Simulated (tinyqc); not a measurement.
Inside a calculation (part 2 of 2). Method: CCD on RHF in the sto-3g basis, frozen core, for H3O+, spin multiplicity 1. Computed by tinyqc, a small Python program that keeps every step (integrals from PySCF). Command: `OMP_NUM_THREADS=1 python tinyqc.py 22128 22129 out.jsonl` (the two numbers bound the seeds that draw the settings). One thread of a shared host (Intel(R) Xeon(R) Processor @ 2.60GHz), about 0.1 s of CPU time with the checks.

Geometry (angstrom):
```
atom        x        y       z
O      0.0000   0.0000  0.1700
H      0.9280   0.0000  0.0000
H     -0.4640   0.8040  0.0000
H     -0.4640  -0.8040  0.0000
```

## Integrals over molecular orbitals

coefficients C, order 1O 1s, 1O 2s, 1O 2px, 1O 2py, 1O 2pz, 2H 1s, 3H 1s, 4H 1s:
```
[[0.9939, -0.2403, 0.0000, 0.0000, -0.0372, -0.1697, 0.0000, 0.0002],
 [0.0287, 0.8671, -0.0002, 0.0000, 0.1829, 1.1498, 0.0000, -0.0013],
 [0.0000, 0.0001, 0.7069, 0.0000, 0.0001, -0.0007, 0.0000, -0.9583],
 [0.0000, 0.0000, 0.0000, 0.7069, 0.0000, 0.0000, 0.9582, 0.0000],
 [-0.0018, -0.0753, -0.0001, 0.0000, 0.9813, -0.2305, 0.0000, 0.0003],
 [-0.0054, 0.0980, 0.3890, 0.0000, -0.0484, -0.6752, 0.0000, 1.0303],
 [-0.0054, 0.0980, -0.1945, 0.3369, -0.0485, -0.6765, -0.8915, -0.5141],
 [-0.0054, 0.0980, -0.1945, -0.3369, -0.0485, -0.6765, 0.8915, -0.5141]]
```

core Hamiltonian H = T + V (hartree), order 1O 1s, 1O 2s, 1O 2px, 1O 2py, 1O 2pz, 2H 1s, 3H 1s, 4H 1s:
```
[[-33.2976, -7.7493, 0.0000, 0.0000, 0.0086, -1.8388, -1.8376, -1.8376],
 [-7.7493, -9.9019, -0.0001, 0.0000, 0.1010, -4.0351, -4.0333, -4.0333],
 [0.0000, -0.0001, -8.1660, 0.0000, 0.0000, -2.7251, 1.3617, 1.3617],
 [0.0000, 0.0000, 0.0000, -8.1660, 0.0000, 0.0000, -2.3595, 2.3595],
 [0.0086, 0.1010, 0.0000, 0.0000, -7.9913, 0.5294, 0.5291, 0.5291],
 [-1.8388, -4.0351, -2.7251, 0.0000, 0.5294, -5.4383, -1.5276, -1.5276],
 [-1.8376, -4.0333, 1.3617, -2.3595, 0.5291, -1.5276, -5.4371, -1.5265],
 [-1.8376, -4.0333, 1.3617, 2.3595, 0.5291, -1.5276, -1.5265, -5.4371]]
```

Given earlier and not repeated: Two-electron integrals (ij|kl) in chemists' order.

(pq|rs) = sum C_ip C_jq C_kr C_ls (ij|kl), one index at a time.

one-electron integrals over orbitals h = C^T H C (hartree):
```
[[-33.2792, 0.5725, -0.0001, 0.0000, 0.0840, 0.3842, 0.0000, -0.0004],
 [0.5725, -8.2613, 0.0000, 0.0000, -0.0776, -1.4569, 0.0000, 0.0017],
 [-0.0001, 0.0000, -7.2165, 0.0000, 0.0001, 0.0018, 0.0000, 1.7314],
 [0.0000, 0.0000, 0.0000, -7.2163, 0.0000, 0.0000, -1.7316, 0.0000],
 [0.0840, -0.0776, 0.0001, 0.0000, -7.9473, 0.3119, 0.0000, -0.0001],
 [0.3842, -1.4569, 0.0018, 0.0000, 0.3119, -5.1032, 0.0000, -0.0003],
 [0.0000, 0.0000, 0.0000, -1.7316, 0.0000, 0.0000, -5.6516, 0.0000],
 [-0.0004, 0.0017, 1.7314, 0.0000, -0.0001, -0.0003, 0.0000, -5.6517]]
```

Two-electron integrals over orbitals (pq|rs), unique and non-zero (hartree); the lowest 1 orbital is frozen and left out:
```
(22|22) 0.7259      (32|22) 5.09e-05    (32|32) 0.1431      (33|22) 0.6693
(33|32) 0.0343      (33|33) 0.6831      (42|42) 0.1431      (43|42) -0.0343
(43|43) 0.0427      (44|22) 0.6693      (44|32) -0.0343     (44|33) 0.5977
(44|44) 0.6831      (52|22) -0.0172     (52|32) 2.97e-06    (52|33) 0.0013
(52|44) 0.0013      (52|52) 0.1467      (53|22) -2.26e-06   (53|32) 0.0035
(53|33) -0.0022     (53|44) 0.0022      (53|52) -2.21e-05   (53|53) 0.0351
(54|42) 0.0035      (54|43) 0.0022      (54|54) 0.0351      (55|22) 0.7497
(55|32) -1.11e-05   (55|33) 0.6685      (55|44) 0.6685      (55|52) 0.0480
(55|53) -1.94e-05   (55|55) 0.8810      (62|22) 0.1387      (62|32) -5.03e-05
(62|33) 0.1010      (62|44) 0.1009      (62|52) -0.0155     (62|53) -8.68e-06
(62|55) 0.1638      (62|62) 0.0780      (63|22) -1.70e-04   (63|32) -0.0109
(63|33) -0.0244     (63|44) 0.0241      (63|52) -1.57e-05   (63|53) 0.0038
(63|55) -1.94e-04   (63|62) -1.09e-04   (63|63) 0.0520      (64|42) -0.0110
(64|43) 0.0243      (64|54) 0.0038      (64|64) 0.0521      (65|22) -0.0408
(65|32) -1.76e-05   (65|33) -0.0218     (65|44) -0.0218     (65|52) 0.0645
(65|53) -3.08e-05   (65|55) -0.0247     (65|62) -0.0283     (65|63) 2.56e-05
(65|65) 0.0406      (66|22) 0.5271      (66|32) -1.69e-04   (66|33) 0.5115
(66|44) 0.5117      (66|52) -0.0336     (66|53) 1.53e-05    (66|55) 0.5179
(66|62) 0.0503      (66|63) 3.87e-05    (66|65) -0.0248     (66|66) 0.4691
(72|42) 0.0472      (72|43) 0.0131      (72|54) 0.0103      (72|64) 0.0375
(72|72) 0.0522      (73|42) 0.0418      (73|43) -0.0048     (73|54) -0.0026
(73|64) -0.0243     (73|72) -7.89e-05   (73|73) 0.0343      (74|22) 0.1592
(74|32) 0.0418      (74|33) 0.1313      (74|44) 0.1216      (74|52) 0.0201
(74|53) -0.0026     (74|55) 0.1875      (74|62) 0.0846      (74|63) -0.0243
(74|65) -0.0137     (74|66) 0.0450      (74|74) 0.1435      (75|42) 0.0218
(75|43) -0.0063     (75|54) 0.0231      (75|64) -0.0068     (75|72) 0.0066
(75|73) 0.0080      (75|75) 0.0236      (76|42) 0.1037      (76|43) -0.0423
(76|54) -0.0054     (76|64) -0.0468     (76|72) 0.0037      (76|73) 0.0511
(76|75) 0.0178      (76|76) 0.1223      (77|22) 0.5879      (77|32) -0.0314
(77|33) 0.5354      (77|44) 0.6085      (77|52) 0.0007      (77|53) 0.0055
(77|55) 0.5880      (77|62) 0.0723      (77|63) 0.0406      (77|65) -0.0128
(77|66) 0.4910      (77|74) 0.0689      (77|77) 0.5873      (82|22) -1.71e-04
(82|32) -0.0472     (82|33) 0.0130      (82|44) -0.0132     (82|52) 4.63e-06
(82|53) -0.0103     (82|55) -1.84e-04   (82|62) -4.67e-05   (82|63) -0.0375
(82|65) 2.95e-05    (82|66) -5.70e-05   (82|74) -1.17e-05   (82|77) -0.0227
(82|82) 0.0522      (83|22) -0.1591     (83|32) 0.0419      (83|33) -0.1216
(83|44) -0.1313     (83|52) -0.0201     (83|53) -0.0026     (83|55) -0.1874
(83|62) -0.0846     (83|63) -0.0242     (83|65) 0.0137      (83|66) -0.0452
(83|74) -0.0775     (83|77) -0.1033     (83|82) 1.95e-04    (83|83) 0.1435
(84|42) -0.0418     (84|43) 0.0048      (84|54) 0.0026      (84|64) 0.0242
(84|72) 3.45e-05    (84|73) -0.0316     (84|75) -0.0080     (84|76) -0.0511
(84|84) 0.0343      (85|22) 1.64e-05    (85|32) -0.0218     (85|33) -0.0063
(85|44) 0.0063      (85|52) -6.70e-05   (85|53) -0.0231     (85|55) 3.86e-06
(85|62) 2.63e-05    (85|63) 0.0068      (85|65) -1.76e-05   (85|66) 4.98e-05
(85|74) -0.0079     (85|77) 0.0071      (85|82) 0.0066      (85|83) -0.0080
(85|85) 0.0236      (86|22) -1.38e-05   (86|32) -0.1036     (86|33) -0.0422
(86|44) 0.0423      (86|52) 2.46e-05    (86|53) 0.0054      (86|55) 2.80e-05
(86|62) 1.60e-05    (86|63) 0.0467      (86|65) 3.16e-05    (86|66) 2.26e-04
(86|74) -0.0510     (86|77) 0.0589      (86|82) 0.0037      (86|83) -0.0511
(86|85) 0.0178      (86|86) 0.1220      (87|42) 0.0313      (87|43) -0.0365
(87|54) -0.0055     (87|64) -0.0407     (87|72) -0.0226     (87|73) 0.0171
(87|75) 0.0071      (87|76) 0.0589      (87|84) -0.0171     (87|87) 0.0480
(88|22) 0.5879      (88|32) 0.0316      (88|33) 0.6086      (88|44) 0.5353
(88|52) 0.0007      (88|53) -0.0055     (88|55) 0.5881      (88|62) 0.0723
(88|63) -0.0409     (88|65) -0.0129     (88|66) 0.4908      (88|74) 0.1033
(88|77) 0.4910      (88|82) 0.0226      (88|83) -0.0688     (88|85) -0.0071
(88|86) -0.0591     (88|88) 0.5875
```

## CCD: starting amplitudes

orbital energies (hartree): [-20.8589, -1.8010, -1.1349, -1.1349, -0.9192, 0.1221, 0.3259, 0.3260]

t_ij^ab = <ij||ab> / (e_i + e_j - e_a - e_b), whose energy is MP2.

Starting amplitudes (spin orbitals 1a, 1b, ...; amplitudes related by a flip of all spins are not repeated; the 24 largest):
```
from      to        t
3a 3b  8a 8b  -0.0491
4a 4b  7a 7b  -0.0491
3a 4b  7b 8a  -0.0265
2a 4b  6a 7b  -0.0250
2a 3b  6a 8b   0.0250
4a 4b  6a 6b  -0.0207
3a 3b  6a 6b  -0.0207
2a 2b  6a 6b  -0.0203
5a 5b  6a 6b  -0.0195
3a 4a  7a 8a  -0.0157
2a 4a  6a 7a  -0.0139
2a 3a  6a 8a   0.0139
2a 2b  7a 7b  -0.0123
2a 2b  8a 8b  -0.0123
3a 3b  7a 7b  -0.0117
4a 4b  8a 8b  -0.0117
2a 3b  6b 8a  -0.0111
2a 4b  6b 7a   0.0111
3a 4b  7a 8b   0.0108
2a 5b  6a 6b   0.0095
5a 5b  7a 7b  -0.0095
5a 5b  8a 8b  -0.0095
3a 4b  6a 7b   0.0090
3a 4b  6b 7a  -0.0089
```

correlation energy = -0.043088 hartree

## CCD: amplitude update 1

t_ij^ab D_ij^ab are set to the remaining terms of the spin-orbital equations, evaluated with the old amplitudes; for the doubles these are <ij||ab> + 1/2 <ab||ef> t_ij^ef + 1/2 <mn||ij> t_mn^ab + P(ij)P(ab) <mb||ej> t_im^ae + terms in t^2, D the orbital-energy denominators.

Amplitudes after update 1 (spin orbitals 1a, 1b, ...; amplitudes related by a flip of all spins are not repeated; the 24 largest):
```
from      to        t
3a 3b  8a 8b  -0.0606
4a 4b  7a 7b  -0.0606
3a 4b  7b 8a  -0.0310
2a 4b  6a 7b  -0.0300
2a 3b  6a 8b   0.0300
4a 4b  6a 6b  -0.0263
3a 3b  6a 6b  -0.0263
5a 5b  6a 6b  -0.0228
2a 2b  6a 6b  -0.0218
3a 4b  7a 8b   0.0160
2a 3b  6b 8a  -0.0159
2a 4b  6b 7a   0.0159
3a 4a  7a 8a  -0.0150
2a 4a  6a 7a  -0.0140
2a 3a  6a 8a   0.0140
2a 2b  7a 7b  -0.0137
2a 2b  8a 8b  -0.0137
3a 3b  7a 7b  -0.0136
4a 4b  8a 8b  -0.0135
2a 5b  6a 6b   0.0123
3a 4b  6a 7b   0.0120
3a 4b  6b 7a  -0.0120
4a 4b  6a 8b  -0.0119
3a 3b  6a 8b   0.0119
```

correlation energy = -0.051799 hartree

## CCD: amplitude update 2

As before.

Amplitudes after update 2 (spin orbitals 1a, 1b, ...; amplitudes related by a flip of all spins are not repeated; the 24 largest):
```
from      to        t
3a 3b  8a 8b  -0.0641
4a 4b  7a 7b  -0.0641
3a 4b  7b 8a  -0.0320
2a 4b  6a 7b  -0.0310
2a 3b  6a 8b   0.0310
4a 4b  6a 6b  -0.0281
3a 3b  6a 6b  -0.0280
5a 5b  6a 6b  -0.0236
2a 2b  6a 6b  -0.0222
3a 4b  7a 8b   0.0182
2a 3b  6b 8a  -0.0176
2a 4b  6b 7a   0.0176
2a 2b  7a 7b  -0.0139
2a 2b  8a 8b  -0.0139
3a 3b  7a 7b  -0.0138
3a 4a  7a 8a  -0.0138
4a 4b  8a 8b  -0.0138
2a 4a  6a 7a  -0.0134
2a 3a  6a 8a   0.0134
2a 5b  6a 6b   0.0130
3a 4b  6a 7b   0.0129
3a 4b  6b 7a  -0.0129
4a 4b  6a 8b  -0.0128
3a 3b  6a 8b   0.0128
```

correlation energy = -0.053987 hartree

## CCD: convergence

E_corr = 1/4 sum <ij||ab> t_ij^ab; stop when the norm of the change is below 1e-8.

Course of the amplitude iterations:
```
update  correlation energy (hartree)  norm of the change
0                          -0.043088                   -
1                          -0.051799            5.48e-02
2                          -0.053987            1.73e-02
3                          -0.054640            6.20e-03
4                          -0.054857            2.34e-03
5                          -0.054933            9.12e-04
6                          -0.054961            3.67e-04
7                          -0.054971            1.51e-04
8                          -0.054975            6.30e-05
9                          -0.054977            2.66e-05
10                         -0.054978            1.13e-05
11                         -0.054978            4.85e-06
12                         -0.054978            2.08e-06
13                         -0.054978            8.96e-07
14                         -0.054978            3.85e-07
15                         -0.054978            1.66e-07
16                         -0.054978            7.15e-08
17                         -0.054978            3.08e-08
18                         -0.054978            1.33e-08
19                         -0.054978            5.73e-09
```

Converged amplitudes (spin orbitals 1a, 1b, ...; amplitudes related by a flip of all spins are not repeated; the 24 largest):
```
from      to        t
3a 3b  8a 8b  -0.0660
4a 4b  7a 7b  -0.0659
3a 4b  7b 8a  -0.0325
2a 4b  6a 7b  -0.0314
2a 3b  6a 8b   0.0314
4a 4b  6a 6b  -0.0288
3a 3b  6a 6b  -0.0287
5a 5b  6a 6b  -0.0240
2a 2b  6a 6b  -0.0225
3a 4b  7a 8b   0.0198
2a 3b  6b 8a  -0.0186
2a 4b  6b 7a   0.0186
2a 2b  7a 7b  -0.0139
2a 2b  8a 8b  -0.0139
3a 3b  7a 7b  -0.0137
4a 4b  8a 8b  -0.0137
2a 5b  6a 6b   0.0135
3a 4b  6a 7b   0.0132
3a 4b  6b 7a  -0.0132
4a 4b  6a 8b  -0.0132
3a 3b  6a 8b   0.0131
2a 4a  6a 7a  -0.0129
2a 3a  6a 8a   0.0129
3a 4a  7a 8a  -0.0127
```

CCD total energy = -75.378002 hartree

Converged in 19 updates.
